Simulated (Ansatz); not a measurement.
Consider the hydrogenolysis of a C–F bond: `C/C(F)=C(/O)F` + H₂ → `C/C(F)=C\O` + H–F.

Isolated molecules relaxed with PBE0-D4/def2-TZVP in Ansatz; ΔE leaves out vibrations. CCSD(T)/CBS adds triple-zeta CCSD(T) − MP2 to the extrapolated MP2 energy (def2 sets, frozen cores). This one scheme is used for every species. Double bonds are as drawn, so ΔE can hold a change between cis and trans. DFT in def2-TZVPP. B3LYP here is the variant with VWN-RPA as its local correlation; programs differ in this. Each species was taken in one conformer, which may not be the lowest.

```tsv
level	ΔE (kJ/mol)	difference from CCSD(T)/CBS
PBE-D4	-75.6	18.8
r2SCAN-D4	-73.1	21.3
PBE0-D4	-82.0	12.4
B3LYP-D4	-79.7	14.7
ωB97X-V	-76.9	17.5
ωB97M-V	-79.3	15.1
B2PLYP	-85.9	8.5
PBE	-76.6	17.8
r2SCAN	-73.4	21.0
PBE0	-82.9	11.5
B3LYP	-81.2	13.2
HF/def2-TZVPP	-88.8	5.6
MP2/def2-TZVPP	-95.0	-0.6
SCS-MP2/def2-TZVPP	-91.9	2.5
CCSD/def2-TZVPP	-92.1	2.3
CCSD(T)/def2-TZVPP	-89.7	4.7
HF/def2-QZVPP	-89.0	5.4
MP2/def2-QZVPP	-97.8	-3.4
SCS-MP2/def2-QZVPP	-94.9	-0.5
HF/CBS(def2)	-89.1	5.3
MP2/CBS(def2)	-99.7	-5.3
CCSD/CBS(def2)	-96.8	-2.4
CCSD(T)/CBS	-94.4	0
```

Largest T1 diagnostic among the species: 0.012.

From PBE to PBE0 (25 % exact exchange), in def2-TZVPP and without D4, ΔE moves by −6.3 kJ/mol.

CCSD(T)/CBS has its own doubt, a few kJ/mol and more with outer-core shells, so smaller differences from it don't rank the levels.
